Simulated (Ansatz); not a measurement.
# C2H5: the cost of one run

Method: the levels named in each step, in Ansatz 0.2.0.

## 1. The starting structure

Bond lengths: C1–C2 1.471 Å, C1–H3 1.073 Å, C1–H4 1.071 Å, C2–H5 1.099 Å, C2–H6 1.089 Å, C2–H7 1.090 Å. Angles: C1–C2–H5 111.3°, C1–C2–H6 111.3°, C1–C2–H7 111.2°, H5–C2–H6 106.1°, H5–C2–H7 107.4°, H6–C2–H7 109.4°, C2–C1–H3 120.4°, C2–C1–H4 120.6°, H3–C1–H4 118.5°.

Coordinates:

```xyz
7

C     0.7555   -0.1142   -0.0195
C    -0.6982    0.1075    0.0070
H     1.4316    0.6835    0.2215
H     1.1553   -1.0984   -0.1565
H    -1.1046   -0.0286    1.0192
H    -0.9486    1.1268   -0.2840
H    -1.2153   -0.5933   -0.6489
```

## 2. A rough first relaxation, PBE-D4/def2-SVP

This run stands in another session on the same molecule. It ended at:

```xyz
7

C     0.7690   -0.1130   -0.0256
C    -0.6996    0.1103    0.0060
H     1.4715    0.6957    0.2289
H     1.1867   -1.1233   -0.1559
H    -1.1291   -0.0344    1.0304
H    -0.9752    1.1440   -0.2923
H    -1.2477   -0.5960   -0.6528
```

## 3. Relaxation, HF/STO-3G

input.yaml reads:

```yaml
crystal:
  periodic: [false, false, false]
  atoms:
    - { symbol: C, position_ang: [0.76902641, -0.11303473, -0.02562166] }
    - { symbol: C, position_ang: [-0.69964301, 0.11032063, 0.0060264] }
    - { symbol: H, position_ang: [1.47147205, 0.69568339, 0.2289355] }
    - { symbol: H, position_ang: [1.18673595, -1.12334268, -0.15590887] }
    - { symbol: H, position_ang: [-1.12906276, -0.03437927, 1.03043447] }
    - { symbol: H, position_ang: [-0.97518002, 1.14400567, -0.29232532] }
    - { symbol: H, position_ang: [-1.24767863, -0.59598301, -0.65278054] }
magnetization:
  spin_polarized: true
  initial_magnetization: 1
basis:
  gaussian: { orbitals: STO-3G }
hamiltonian:
  xc: hf
relax:
  f_tol: 0.002
  max_steps: 150
```

Started as:

```sh
> ansatz run input.yaml --threads 2 --pin off --max-ram 5120MiB --backend cpu --events-out ev --progress --plain --runs-dir out
```

**Question.** How long does this run take on 2 threads of AMD EPYC (Zen 3), shared host, and how much memory does it need?

About 4.2 s, with a peak of 0.083 GiB.
